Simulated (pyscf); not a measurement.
This saddle point was located with ωB97X-D3(BJ)/def2-SVP in PySCF.

```xyz
8

Cl     0.3252     1.7112    -1.3423
In     0.3357     0.0617     0.2949
Cl     2.1510    -0.1707     1.7274
H     -1.4405     0.1123     1.3771
N     -0.8764    -1.6652    -0.0431
H     -1.4938    -0.7333     0.8906
H     -1.2784    -1.8017    -0.9728
H     -0.5348    -2.5690     0.2900
```
Charge 0, spin multiplicity 1.

Surface: singlet, charge 0. Lowest wavenumbers (cm⁻¹): 1344i, 94, 97, 131, 213.

**Question.** Name the species on either side of this saddle.

**Answer.** Cl–InH–Cl + ammonia (NH₃) <-> H₂N–In(Cl)–Cl + hydrogen (H₂), a four-centre exchange read from left to right: H–In, H–N broken and In–N, H–H formed. At ωB97M-D3(BJ)/def2-TZVP it lies +24.6 kcal/mol from the left side and +19.3 kcal/mol from the right (each side as separated species at their lowest minima found). On the reactant side the descent ends in an adduct with a In–N contact, 29.7 kcal/mol under the separated species and 51.6 kcal/mol under the saddle at ωB97X-D3(BJ)/def2-TZVP. What is counted as formed (In–N) is already present as a longer contact in the reactant adduct; forming that adduct is a step of its own. At the saddle there is also a short H–In contact that neither side keeps. At ωB97X-D3(BJ) the barrier from the zero used here is 21.9 kcal/mol. This is the saddle that the search found; another between the same sides may lie lower. Elements past Kr carry the def2 core potentials, without spin-orbit coupling.
